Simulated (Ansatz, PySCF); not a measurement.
System: CH₅S (charge +1, singlet). It need not be the lowest isomer of its formula. 
Structure (B3LYP-D3(BJ)/def2-TZVP (Ansatz, a program for electronic structure) minimum search):
```xyz
7

C     -0.0342     1.1940    -0.1208
S     -0.0235    -0.6123     0.1491
H      1.2549    -0.8954    -0.1924
H     -1.0769     1.4991    -0.0545
H      0.5344     1.6218     0.7029
H      0.4004     1.4381    -1.0850
H     -0.5324    -1.0315    -1.0325
```
Charge +1, spin multiplicity 1.

Total electronic energies in hartree. Valence correlation only, unless marked. Spin-orbit coupling is left out. Non-relativistic. CBS(X,Y): correlation extrapolated as X^-3; Hartree-Fock from the larger set. [CCSD(T)-MP2]/basis is that difference in the basis named.

```csv
level,program,energy (Eh)
HF/STO-3G,Ansatz,-433.27196
HF/6-31G,Ansatz,-437.92324
HF/cc-pV(T+d)Z,Ansatz,-438.06828
HF/cc-pwCVTZ,Ansatz,-438.06917
HF/def2-TZVPD,PySCF,-438.06073
HF-D3(BJ)/def2-TZVPD,PySCF + dftd3,-438.09615
RI-HF/def2-QZVPP,Ansatz,-438.07572
PBE-D3(BJ)/def2-TZVPD,Ansatz + dftd3,-438.80386
BHLYP-D3(BJ)/def2-TZVPD,Ansatz + dftd3,-439.00911
PW6B95/def2-TZVPD,PySCF,-439.40774
HSE06-D3(BJ)/def2-TZVPD,Ansatz + dftd3,-438.83493
HSE06-D4/def2-TZVPD,Ansatz + dftd4,-438.83451
B2GP-PLYP-D3(BJ)/def2-TZVPD,Ansatz + dftd3,-438.80741
B2PLYP-D4/def2-TZVPD,Ansatz + dftd4,-438.86093
PBE-QIDH/def2-TZVPD,Ansatz,-438.74697
RPA@PBE/cc-pV(Q+d)Z,Ansatz,-438.74090
RI-MP2/cc-pV(Q+d)Z,Ansatz,-438.45773
RI-MP2/def2-QZVPP,Ansatz,-438.45878
SCS-MP2/cc-pVTZ,Ansatz,-438.43134
SCS-MP2/def2-TZVPP,Ansatz,-438.42837
CCSD/cc-pV(D+d)Z,Ansatz,-438.36355
CCSD/cc-pwCVTZ,Ansatz,-438.46788
"RI-MP2/CBS(cc-pV(T+d)Z,cc-pV(Q+d)Z)+[CCSD(T)-MP2]/cc-pV(T+d)Z",Ansatz,-438.5287
```

Totals of different functionals don't rank their quality; only differences between species are comparable.
